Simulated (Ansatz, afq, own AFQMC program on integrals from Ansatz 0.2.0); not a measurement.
**Where AFQMC and coupled cluster stand for AlH4, doublet**

| atom | x (Å) | y (Å) | z (Å) |
| --- | --- | --- | --- |
| Al | -0.1028 | 0.0744 | -0.1292 |
| H | 0.4058 | 0.0761 | 1.9894 |
| H | -0.3600 | 0.0654 | 1.9600 |
| H | 0.6904 | 1.4576 | -0.1852 |
| H | 2.0155 | -3.5919 | -0.3059 |

Basis 6-31G. Noble-gas cores (and the filled d shells of Ga–Kr and In–Xe) are frozen. AFQMC by an in-house program on the Cholesky factors that Ansatz 0.2.0 writes for its CCSD(T) run. The CISD trial takes its coefficients from CCSD amplitudes. Released means that phaseless walkers are propagated on without the constraint, phases kept. Uncertainties: one standard error, sampling alone.

Determinant: ROHF, the one that the program's search chose, which needn't be the lowest solution. The geometry is a point of a scan.

Full CI on the same integrals is exact in this basis and with this determinant's frozen core.

Cautions: the ph-AFQMC/CISD walk drifts between its halves (2.3 errors).

The T1 diagnostic is 0.0120. The weight of the determinant in the CISD state is 0.922 and the size of the correlated space is 7 electrons in 16 orbitals.

Reference: full CI, correlation energy -1.950 eV. The released energy is read at 2.40 1/Eh (meV from the phaseless value at times in 1/Eh: -1.0 ± 0.6 at 0.24, -0.7 ± 0.6 at 0.51, -1.5 ± 0.7 at 0.99, -1.4 ± 0.4 at 1.62, -2.1 ± 0.6 at 2.40).

```
         level  E − E(reference) (meV)  share of correlation (%)
            HF                  1950.2                      0.00
           MP2                   659.7                     66.17
          CCSD                    19.7                     98.99
       CCSD(T)                     6.7                     99.66
         CCSDT                     1.6                     99.92
      CCSDT(Q)                     0.5                     99.98
        CCSDTQ                     0.0                    100.00
 ph-AFQMC/CISD               2.0 ± 0.7                     99.90
released AFQMC              -0.1 ± 0.6                    100.01
```

CCSDT and higher add their correlation energy to the determinant of the CCSD(T) run, since their own runs factorise the integrals more tightly (a shift of under 2 meV). Released energies are given only where the last usable release times agree within the noise; a slower fall can still hide under it.
